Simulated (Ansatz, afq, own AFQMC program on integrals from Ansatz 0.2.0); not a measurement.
# Where AFQMC and coupled cluster stand for AlHO, singlet

```csv
atom,x (Å),y (Å),z (Å)
Al,0.0000,0.0000,1.4330
O,0.0000,0.0000,-0.2415
H,0.0000,0.0000,-1.1915
```

Connectivity, by distances: Al–OH.

Basis cc-pVDZ. Only valence electrons are correlated. AFQMC by an in-house program on the Cholesky factors that Ansatz 0.2.0 writes for its CCSD(T) run. ph-AFQMC/CISD is guided by a CISD state made of CCSD amplitudes; releasing the constraint for a short imaginary time cuts its bias at the price of noise, slowly where states lie close. Free projection: walkers drawn from exp(T), propagated without any constraint. Its projection time is finite, and what remains of the start isn't in its error. Error bars are statistical, one sigma.

Determinant: RHF, the one that the program's search chose, which needn't be the lowest solution. The geometry is a point of a scan.

No full CI on the walks' own integrals is used here; CCSDT(Q) serves as the reference and is uncertain by about the last step of the cluster series.

Cautions: the released energies move by 1.5 errors or more from one time to the next, so no released level is given (meV from the phaseless value at times in 1/Eh: 1 ± 12 at 0.24, 12 ± 8 at 0.51, 2 ± 11 at 0.99, 31 ± 10 at 1.62, -13 ± 12 at 2.40), though the last usable value meets CCSDT(Q) within the noise.

- T1 diagnostic: 0.0184
- weight of the determinant in the CISD state: 0.889
- size of the correlated space: 10 electrons in 31 orbitals

Reference: CCSDT(Q), correlation energy -7.082 eV.

```json
{"level": "HF", "E − E(reference) (kcal/mol)": "163.31", "share of correlation (%)": "0.00"}
{"level": "MP2", "E − E(reference) (kcal/mol)": "14.47", "share of correlation (%)": "91.14"}
{"level": "CCSD", "E − E(reference) (kcal/mol)": "4.33", "share of correlation (%)": "97.35"}
{"level": "CCSD(T)", "E − E(reference) (kcal/mol)": "0.76", "share of correlation (%)": "99.53"}
{"level": "CCSDT", "E − E(reference) (kcal/mol)": "0.50", "share of correlation (%)": "99.69"}
{"level": "ph-AFQMC/HF", "E − E(reference) (kcal/mol)": "-1.73 ± 1.13", "share of correlation (%)": "101.06"}
{"level": "ph-AFQMC/CISD", "E − E(reference) (kcal/mol)": "0.08 ± 0.33", "share of correlation (%)": "99.95"}
{"level": "free AFQMC", "E − E(reference) (kcal/mol)": "-0.01 ± 0.28", "share of correlation (%)": "100.01"}
```

Free projections are given only where their last times agree within the noise and don't stop above the reference; a slow remainder of the start can still hide under it. A walk keeps the symmetry of its determinant, which the program's search chose and which needn't be the lowest solution, so a lower state of the same spin and another symmetry isn't excluded.
